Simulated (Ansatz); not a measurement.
## A rate constant, worked out

An elementary step of SiH2O2, singlet (SiH₂O₂ ([OH][Si][OH]) → H₂O + SiO; H–O, Si–O broken or loosened, H–O formed or tightened). The start structure is the reactant molecule, and the electronic barrier above it is 1.859 eV by CCSD(T) at an estimated basis limit (MP2 extrapolated from triple and quadruple zeta, plus CCSD(T) − MP2 in triple zeta). Computed with Ansatz 0.2.0 (basis: def2-TZVPP and def2-QZVPP); correlated methods freeze the cores. Extrapolation: Hartree–Fock as exp(−7.88 √X), correlation as X^−2.97. Harmonic wavenumbers at PBE0-D4/def2-TZVP (Ansatz 0.2.0), in cm⁻¹:

Start: 324, 453, 516, 782, 804, 855, 914, 3838, 3897.

Saddle: 1102i, 447, 472, 683, 744, 1109, 1331, 2019, 3838.

(1) Work out the transition-state-theory rate constant at 600 K from these numbers alone (harmonic vibrations; rotation, path degeneracy and anharmonicity left out), and the Wigner tunnelling factor. Use 1 cm⁻¹ = 1.2398 × 10⁻⁴ eV and k_B = 8.617 × 10⁻⁵ eV/K.

T1 diagnostic: at most 0.020.

Answers

(1) Zero-point energies, half the sums: start 12383/2 cm⁻¹ = 0.7676 eV; saddle, real modes only, 10643/2 cm⁻¹ = 0.6598 eV.
Barrier with zero-point energy: 1.859 + 0.6598 − 0.7676 = 1.7512 eV.
k_BT = 0.05170 eV, so the barrier is 33.87 k_BT.
Vibrational partition functions from the zero-point level, ln q = −Σ ln(1 − exp(−hν/k_BT)): start 1.950, saddle 1.331.
k = (k_BT/h) exp(ln q‡ − ln q) exp(−E0/k_BT), with log₁₀(k_BT/h in s⁻¹) = 13.10: log₁₀ k = 13.10 + (-0.619 − 33.87)/2.3026 = -1.88, so k ≈ 1 × 10^(-2) s⁻¹.
Wigner factor: 1 + (hν‡/k_BT)²/24 = 1 + (2.64)²/24 = 1.29. A change of 1 kcal/mol (0.043 eV) in the barrier would change k by a factor of 2.3 at this temperature.

Labels in which every atom is bracketed show which atoms are joined, not bond orders.

For scale, one of the runs: CCSD(T)/def2-TZVPP, 132 basis functions, launched by `ansatz run in.yaml --threads 2 --pin off --events-out ev --progress --plain --max-ram 4352MiB`. The run took 8.5 s on 2 CPU threads of an Arm Neoverse V1 (shared host), with 0.66 GiB of host memory at its peak.
